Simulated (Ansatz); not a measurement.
# Redistribution: C4H9ClO + C2H3ClF2 → C4H9FO + C2H3Cl2F

Species: C4H9ClO `CCOCCCl`, singlet; C2H3ClF2 `CC(F)(F)Cl`, singlet; C4H9FO `CCOCCF`, singlet; C2H3Cl2F (1,1-dichloro-1-fluoroethane) `CC(F)(Cl)Cl`, singlet. The partners trade Cl for F; both sit on C, so the bond types are kept.

Shapes, held fixed at every level: PBE0-D4/def2-TZVP. Flexible molecules stand in one conformer, not always the lowest. Programs: Ansatz 0.2.0. The zero-point and thermal change to 298 K, harmonic and unscaled (PBE0-D4/def2-TZVP), is -0.5 kJ/mol.

Task: Estimate ΔH(298 K) of this reaction.

Result: The highest level, CCSD(T)/CBS estimate, gives ΔH(298 K) = +42.9 kJ/mol; the levels span +42.1 to +48.5. The column of differences is taken from that level and isn't an error. No measured value is set beside it here. The CBS estimate extrapolates MP2 from def2-TZVPP and def2-QZVPP and adds CCSD(T) − MP2 in the triple-zeta set, cores frozen.

```json
{"level": "B3LYP-D4/def2-TZVPP", "kind": "global hybrid", "ΔH(298 K) (kJ/mol)": "+42.1", "less CCSD(T)/CBS estimate": "-0.8"}
{"level": "r2SCAN0-D4/def2-TZVPP", "kind": "global hybrid", "ΔH(298 K) (kJ/mol)": "+48.5", "less CCSD(T)/CBS estimate": "+5.6"}
{"level": "wB97X-V/def2-TZVPP", "kind": "range-separated hybrid", "ΔH(298 K) (kJ/mol)": "+44.9", "less CCSD(T)/CBS estimate": "+2.0"}
{"level": "MP2/def2-SVP", "kind": "perturbation theory", "ΔH(298 K) (kJ/mol)": "+47.6", "less CCSD(T)/CBS estimate": "+4.7"}
{"level": "CCSD(T)/def2-SVP", "kind": "coupled cluster or CI", "ΔH(298 K) (kJ/mol)": "+47.1", "less CCSD(T)/CBS estimate": "+4.2"}
{"level": "CCSD(T)/def2-TZVPP", "kind": "coupled cluster or CI", "ΔH(298 K) (kJ/mol)": "+45.5", "less CCSD(T)/CBS estimate": "+2.6"}
{"level": "CCSD/def2-TZVPP", "kind": "coupled cluster or CI", "ΔH(298 K) (kJ/mol)": "+45.8", "less CCSD(T)/CBS estimate": "+2.9"}
{"level": "CCSD(T)/CBS estimate", "kind": "coupled cluster or CI", "ΔH(298 K) (kJ/mol)": "+42.9", "less CCSD(T)/CBS estimate": "0.0"}
```
